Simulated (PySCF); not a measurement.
Compound: C₄H₁₀OS.
SMILES with atom numbers: `[CH3:1][CH:2]([CH3:3])[S@:4]([CH3:5])=[O:6]` (hydrogens: H7, H8, H9 on C1; H10 on C2; H11, H12, H13 on C3; H14, H15, H16 on C5)

The same species was optimised twice, with GFN2-xTB and with PBE0-D3(BJ)/def2-SVP (PySCF), and the same property calculations (PySCF, gas phase) were run on both structures.

```
     coordinate  GFN2-xTB  PBE0-D3(BJ)/def2-SVP  change
      S4=O6 (Å)     1.464                 1.505  +0.041
      S4–C5 (Å)     1.849                 1.814  -0.035
      C2–S4 (Å)     1.878                 1.851  -0.027
      C1–C2 (Å)     1.516                 1.517  +0.001
      C2–C3 (Å)     1.518                 1.518   0.000
   C1–C2–S4 (°)     109.1                 110.7    +1.6
   C1–C2–C3 (°)     112.4                 113.8    +1.4
   C2–S4–C5 (°)      96.4                  97.7    +1.3
   C2–S4–O6 (°)     105.4                 106.2    +0.8
   C3–C2–S4 (°)     106.4                 106.2    -0.2
   C5–S4–O6 (°)     105.3                 105.4    +0.1
C1–C2–S4–C5 (°)       -77                   -75      +2
```

Rotational constants: A = 3929, B = 2462, C = 1714 MHz (GFN2-xTB) against A = 3908, B = 2480, C = 1709 MHz (PBE0-D3(BJ)/def2-SVP). Point groups within 0.08 Å: C1 and C1.

On the GFN2-xTB structure: isotropic polarisability (au) 76.9 [B3LYP/def2-SVPD]; HOMO (eV) -6.41 [B3LYP/def2-SVPD]; LUMO (eV) 0.22 [B3LYP/def2-SVPD]; dipole (D) 3.90 [B3LYP/def2-SVPD]; HOMO (eV) -6.49 [PBE0/pcSseg-1]; LUMO (eV) 0.82 [PBE0/pcSseg-1]; dipole (D) 3.77 [PBE0/pcSseg-1]; GIAO shielding of C1 (ppm) 169.2 [PBE0/pcSseg-1]; GIAO shielding of C2 (ppm) 121.9 [PBE0/pcSseg-1]; GIAO shielding of C3 (ppm) 168.9 [PBE0/pcSseg-1]; GIAO shielding of S4 (ppm) 163.5 [PBE0/pcSseg-1]; GIAO shielding of C5 (ppm) 142.9 [PBE0/pcSseg-1]; GIAO shielding of O6 (ppm) 280.3 [PBE0/pcSseg-1].

Problem. What do these properties become on the PBE0-D3(BJ)/def2-SVP structure?

Solution. 
```
                                    property            level  on GFN2-xTB  on PBE0-D3(BJ)/def2-SVP  change
               isotropic polarisability (au)  B3LYP/def2-SVPD         76.9                     77.6    +0.7
                                   HOMO (eV)  B3LYP/def2-SVPD        -6.41                    -6.37   +0.04
                                   LUMO (eV)  B3LYP/def2-SVPD         0.22                     0.21   -0.01
                                  dipole (D)  B3LYP/def2-SVPD         3.90                     4.21   +0.31
energy, GFN2-xTB geometry as zero (kcal/mol)  B3LYP/def2-SVPD          0.0                     -2.8    -2.8
                                   HOMO (eV)    PBE0/pcSseg-1        -6.49                    -6.44   +0.05
                                   LUMO (eV)    PBE0/pcSseg-1         0.82                     0.96   +0.14
                                  dipole (D)    PBE0/pcSseg-1         3.77                     4.07   +0.30
energy, GFN2-xTB geometry as zero (kcal/mol)    PBE0/pcSseg-1          0.0                     -2.4    -2.4
                  GIAO shielding of C1 (ppm)    PBE0/pcSseg-1        169.2                    167.3    -1.9
                  GIAO shielding of C2 (ppm)    PBE0/pcSseg-1        121.9                    123.7    +1.8
                  GIAO shielding of C3 (ppm)    PBE0/pcSseg-1        168.9                    166.8    -2.1
                  GIAO shielding of S4 (ppm)    PBE0/pcSseg-1        163.5                    177.6   +14.1
                  GIAO shielding of C5 (ppm)    PBE0/pcSseg-1        142.9                    143.7    +0.8
                  GIAO shielding of O6 (ppm)    PBE0/pcSseg-1        280.3                    271.4    -8.9
```

The heavy atoms differ by 0.026 Å rms after alignment. Among bonds between heavy atoms S4=O6 changes most (+0.041 Å). Changes are differences of the printed values. Neither structure is proved a minimum here.

The values belong to the conformer `[CH3:1][CH:2]([CH3:3])[S@:4]([CH3:5])=[O:6]`: C1–C2–S4–C5 -75°.
